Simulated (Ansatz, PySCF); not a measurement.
Bond stretch in SMILES C(O)=O. The O1–H5 bond (O1 also carries C; H5 carries nothing else) is stretched with both fragments frozen at the PBE0/def2-TZVP optimised geometry.

Levels: UHF/cc-pVTZ (Ansatz, a program for electronic structure); RHF/cc-pVTZ (Ansatz); UKS-PBE = unrestricted PBE/cc-pVTZ run with Ansatz; RKS-PBE = restricted PBE/cc-pVTZ (Ansatz); UKS-B3LYP = unrestricted B3LYP/cc-pVTZ run with Ansatz; RKS-B3LYP = restricted B3LYP/cc-pVTZ (Ansatz); UKS-CAM-B3LYP = Ansatz with unrestricted CAM-B3LYP/cc-pVTZ; RKS-CAM-B3LYP = restricted CAM-B3LYP/cc-pVTZ run with Ansatz; UKS-B3LYP/6-31G* = unrestricted B3LYP/6-31G*, spherical d (PySCF); RKS-B3LYP/6-31G* = restricted B3LYP/6-31G*, spherical d (PySCF 2.14.0); UKS-M06-2X/6-31G* = unrestricted M06-2X/6-31G*, spherical d run with PySCF 2.14.0; RKS-M06-2X/6-31G* = restricted M06-2X/6-31G*, spherical d in PySCF; UKS-B3LYP/6-311+G** = unrestricted B3LYP/6-311+G**, spherical d (PySCF); RKS-B3LYP/6-311+G** = restricted B3LYP/6-311+G**, spherical d (PySCF 2.14.0); UKS-B3LYP/LANL2DZ = PySCF 2.14.0 with unrestricted B3LYP/LANL2DZ; RKS-B3LYP/LANL2DZ = PySCF with restricted B3LYP/LANL2DZ.

Scanned distances (Å): 0.78, 0.83, 0.87, 0.91, 0.93, 0.97, 1.00, 1.04, 1.05, 1.11, 1.21, 1.33, 1.44, 1.58, 1.75, 1.95, 2.17, 2.36, 2.62, 2.95, 3.40.

Where does the unrestricted solution first break spin symmetry (<S²> of 0.01 or more)?

UHF: between 1.33 and 1.44 Å; UKS-PBE: between 1.75 and 1.95 Å; UKS-B3LYP: between 1.58 and 1.75 Å; UKS-CAM-B3LYP: between 1.58 and 1.75 Å; UKS-B3LYP/6-31G*: between 1.58 and 1.75 Å; UKS-M06-2X/6-31G*: between 1.58 and 1.75 Å; UKS-B3LYP/6-311+G**: between 1.58 and 1.75 Å; UKS-B3LYP/LANL2DZ: between 1.58 and 1.75 Å.

```tsv
R / Å	<S²> UHF	E(RHF) − E(UHF) / kcal/mol	<S²> UKS-PBE	E(RKS-PBE) − E(UKS-PBE) / kcal/mol	<S²> UKS-B3LYP	E(RKS-B3LYP) − E(UKS-B3LYP) / kcal/mol	<S²> UKS-CAM-B3LYP	E(RKS-CAM-B3LYP) − E(UKS-CAM-B3LYP) / kcal/mol	<S²> UKS-B3LYP/6-31G*	E(RKS-B3LYP/6-31G*) − E(UKS-B3LYP/6-31G*) / kcal/mol	<S²> UKS-M06-2X/6-31G*	E(RKS-M06-2X/6-31G*) − E(UKS-M06-2X/6-31G*) / kcal/mol	<S²> UKS-B3LYP/6-311+G**	E(RKS-B3LYP/6-311+G**) − E(UKS-B3LYP/6-311+G**) / kcal/mol	<S²> UKS-B3LYP/LANL2DZ	E(RKS-B3LYP/LANL2DZ) − E(UKS-B3LYP/LANL2DZ) / kcal/mol
0.78	0.00	0.0	0.00	0.0	0.00	0.0	0.00	0.0	0.00	0.0	0.00	0.0	0.00	0.0	0.00	0.0
0.83	0.00	0.0	0.00	0.0	0.00	0.0	0.00	0.0	0.00	0.0	0.00	0.0	0.00	0.0	0.00	0.0
0.87	0.00	0.0	0.00	0.0	0.00	0.0	0.00	0.0	0.00	0.0	0.00	0.0	0.00	0.0	0.00	0.0
0.91	0.00	0.0	0.00	0.0	0.00	0.0	0.00	0.0	0.00	0.0	0.00	0.0	0.00	0.0	0.00	0.0
0.93	0.00	0.0	0.00	0.0	0.00	0.0	0.00	0.0	0.00	0.0	0.00	0.0	0.00	0.0	0.00	0.0
0.97	0.00	0.0	0.00	0.0	0.00	0.0	0.00	0.0	0.00	0.0	0.00	0.0	0.00	0.0	0.00	0.0
1.00	0.00	0.0	0.00	0.0	0.00	0.0	0.00	0.0	0.00	0.0	0.00	0.0	0.00	0.0	0.00	0.0
1.04	0.00	0.0	0.00	0.0	0.00	0.0	0.00	0.0	0.00	0.0	0.00	0.0	0.00	0.0	0.00	0.0
1.05	0.00	0.0	0.00	0.0	0.00	0.0	0.00	0.0	0.00	0.0	0.00	0.0	0.00	0.0	0.00	0.0
1.11	0.00	0.0	0.00	0.0	0.00	0.0	0.00	0.0	0.00	0.0	0.00	0.0	0.00	0.0	0.00	0.0
1.21	0.00	0.0	0.00	0.0	0.00	0.0	0.00	0.0	0.00	0.0	0.00	0.0	0.00	0.0	0.00	0.0
1.33	0.00	0.0	0.00	0.0	0.00	0.0	0.00	0.0	0.00	0.0	0.00	0.0	0.00	0.0	0.00	0.0
1.44	0.17	0.7	0.00	0.0	0.00	0.0	0.00	0.0	0.00	0.0	0.00	0.0	0.00	0.0	0.00	0.0
1.58	0.54	9.6	0.00	0.0	0.00	0.0	0.00	0.0	0.00	0.0	0.00	0.0	0.00	0.0	0.00	0.0
1.75	0.77	26.7	0.00	0.0	0.11	0.2	0.20	1.0	0.11	0.3	0.13	0.3	0.10	0.2	0.10	0.2
1.95	0.89	48.3	0.20	0.4	0.44	4.1	0.53	7.2	0.46	4.4	0.57	6.7	0.43	4.0	0.42	3.9
2.17	0.96	69.8	0.54	4.1	0.68	11.3	0.75	16.9	0.70	11.8	0.81	18.8	0.67	10.9	0.66	10.8
2.36	0.98	85.8	0.70	8.5	0.81	17.9	0.86	25.8	0.82	18.8	0.89	29.2	0.79	17.4	0.79	17.4
2.62	1.00	103.8	0.82	14.3	0.90	26.3	0.94	37.0	0.91	27.6	0.95	41.7	0.89	25.6	0.88	25.6
2.95	1.01	121.4	0.92	20.3	0.96	35.0	0.98	48.9	0.97	36.8	0.99	54.6	0.96	34.1	0.95	34.3
3.40	1.01	138.3	0.97	26.8	0.99	43.4	1.00	60.9	1.00	45.7	0.00	—	0.99	42.3	0.99	42.8
```

A dash means that the run gave no value there, or that the column was ended at a point which the program doubted or which failed a test of continuity chosen for this set; such a test can also cut sound points.
